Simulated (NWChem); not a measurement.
# PF3 (phosphorus trifluoride): levels of theory compared

We compute a comparison of 5 runs (HF/STO-3G, HF/3-21G, B3LYP/6-31G*, B2PLYP/6-311+G**) of PF3 (phosphorus trifluoride). 

The results are computed with NWChem 7.3.0.

2 further runs of the same task are left out: 1 that didn't finish, 1 set aside as unsound or not needed.

## Step 1: The molecule

The species is PF3 (4 atoms), meant as a singlet with charge 0. As SMILES, `FP(F)F`. The P2–F4 distance was set to 2.357 Å, away from the relaxed value. At this shape a bond of the SMILES string is far longer than usual.

Bond lengths: F1–P2 1.572 Å, P2–F3 1.572 Å. Angles: F1–P2–F3 97.6°. A long bond or contact: P2–F4 2.357 Å.

## Step 2: A single-point energy at HF/STO-3G (run 1)

mymol.nw reads:

```
START mymol
memory stack 880 mb heap 220 mb global 1100 mb
GEOMETRY units angstrom noautosym nocenter noautoz
F     0.423128   -1.028519    1.435680
P    -0.708772   -0.050719    0.953480
F    -1.473172   -1.061819    0.024280
F     0.525000    1.045200   -0.730000
END
BASIS spherical bse
F library STO-3G
P library STO-3G
END
SCF
thresh 1e-08
maxiter 80
END
TASK scf energy
```

Started as:

```console
$ nwchem mymol.nw > mymol.out
```

The log of the run:

```text
[...]
  functions       =    24
[...]
  wavefunction    = RHF
[...]
         Total SCF energy =   -630.853559386144
      One-electron energy =  -1219.731438790698
      Two-electron energy =    420.956708863507
 Nuclear repulsion energy =    167.921170541046
        Time for solution =      0.6s
[...]
```

It took 1.2 s on 1 thread of Intel Xeon Platinum 8488C (Sapphire Rapids), shared host; peak memory 0.1 GiB.

## Step 3: A single-point energy at HF/3-21G (run 2)

f3p.nw reads:

```
start f3p
memory stack 880 mb heap 220 mb global 1100 mb

geometry noautosym nocenter noautoz
  F      0.423128    -1.028519     1.435680
  P     -0.708772    -0.050719     0.953480
  F     -1.473172    -1.061819     0.024280
  F      0.525000     1.045200    -0.730000
end

basis spherical bse
  F library 3-21G
  P library 3-21G
end

scf
  thresh 1e-08
  maxiter 80
end

task scf energy
```

Started as:

```console
$ nwchem f3p.nw > f3p.out
```

The log of the run:

```text
[...]
  functions       =    40
[...]
  wavefunction    = RHF
[...]
         Total SCF energy =   -635.638827271116
      One-electron energy =  -1219.114497869691
      Two-electron energy =    415.554500057530
 Nuclear repulsion energy =    167.921170541046
        Time for solution =      0.7s
[...]
```

Run time: 1.3 s. Hardware: 1 thread of Intel Xeon Platinum 8488C (Sapphire Rapids), shared host; peak memory 0.1 GiB.

Runs 3 to 4 aren't shown in full; the table further down has their settings and results.

## Step 4: The energy at B2PLYP/6-311+G(d,p) (run 5)

run.nw reads:

```
start run
title "F3P"
memory 2200 mb

geometry noautosym nocenter noautoz
   F     0.423128   -1.028519    1.435680
   P    -0.708772   -0.050719    0.953480
   F    -1.473172   -1.061819    0.024280
   F     0.525000    1.045200   -0.730000
end

basis spherical bse
   * library 6-311+G**
end

dft
   xc hfexch 0.53 becke88 0.47 lyp 0.73 mp2 0.27
   dftmp2 semidirect
   grid fine
   convergence energy 1e-08
   iterations 100
   mulliken
   noprint "final vectors analysis"
end

mp2
   freeze core 8
end

task dft energy
```

Started as:

```console
$ nwchem run.nw > run.out
```

The log of the run:

```text
[...]
          Wavefunction type:  closed shell.
          No. of atoms     :     4
          No. of electrons :    42
[...]
          Charge           :     0
          Spin multiplicity:     1
[...]
          AO basis - number of functions:    96
[...]
              XC Information
              --------------
                     Hartree-Fock (Exact) Exchange  0.530
                    Becke 1988 Exchange Functional  0.470
              Lee-Yang-Parr Correlation Functional  0.730
[...]
 d= 0,ls=0.0,diis     1   -640.1945348305 -8.08D+02  2.43D-02  1.72D+00     1.2
[...]
 d= 0,ls=0.0,diis    12   -640.3961432567 -8.14D-09  1.34D-06  1.95D-09    10.7
         Total DFT energy =     -640.396143256716
      One electron energy =    -1222.746885200725
           Coulomb energy =      468.452666505134
    Exchange-Corr. energy =      -54.023095102171
 Nuclear repulsion energy =      167.921170541046
[...]
      Total Density - Mulliken Population Analysis
     ---------------------------------------------
    Atom       Charge   Shell Charges
 -----------   ------   -------------------------------------------------------
    1 F    9     9.17   1.08  0.92  1.16  1.09  2.38  0.91  1.77 -0.15 -0.00  0.01
    2 P   15    14.11   0.79  1.17  0.93  1.06  1.07  1.09  2.01  3.87  0.53  1.12  0.17  0.04 -0.00  0.26
    3 F    9     9.17   1.08  0.92  1.16  1.09  2.38  0.91  1.77 -0.15 -0.00  0.01
    4 F    9     9.56   1.08  0.92  1.15  1.10  2.28  0.91  1.92 -0.03  0.24  0.00
[...]
  Basis functions       =     96
[...]
```

Wall time 13 s (1 thread of Intel Xeon Platinum 8488C (Sapphire Rapids), shared host); peak memory 0.27 GiB.

## Step 5: The series

```tsv
run	level	iteration cap	module	energy (Eh)	dipole moment (D)	HOMO energy (eV)	LUMO energy (eV)	wall time
1	HF/STO-3G	80	scf	-630.853559	2.16	-6.43	4.50	1.2 s
2	HF/3-21G	80	scf	-635.638827	4.62	-11.74	0.06	1.3 s
3	B3LYP/6-31G* (spherical functions)	100	dft	-640.842616	4.11	-8.04	-3.38	10 s
4	B3LYP/6-31G* (Cartesian functions)	100	dft	-640.848369	4.11	–	–	12 s
5	B2PLYP/6-311+G**	100	dft	-640.651280	5.52	–	–	13 s
```

## Step 6: What came out

| quantity | value |
| --- | --- |
| run 5: total energy | -640.65128 Eh |
| run 5: dipole moment (SCF part) | 5.52 D |

The dipole moment (its size) runs from 2.16 D (HF/STO-3G) to 5.52 D (B2PLYP/6-311+G**). The two ends differ in method and basis. A double hybrid's value is that of its SCF part. Over runs 1, 2, 3 the HOMO–LUMO gap runs from 4.66 eV (B3LYP/6-31G*) to 11.80 eV (HF/3-21G). Totals of different functionals can't be ranked against each other. In run 1 the basis is minimal, so the values are rough. All runs together took 38 s, the longest 13 s.
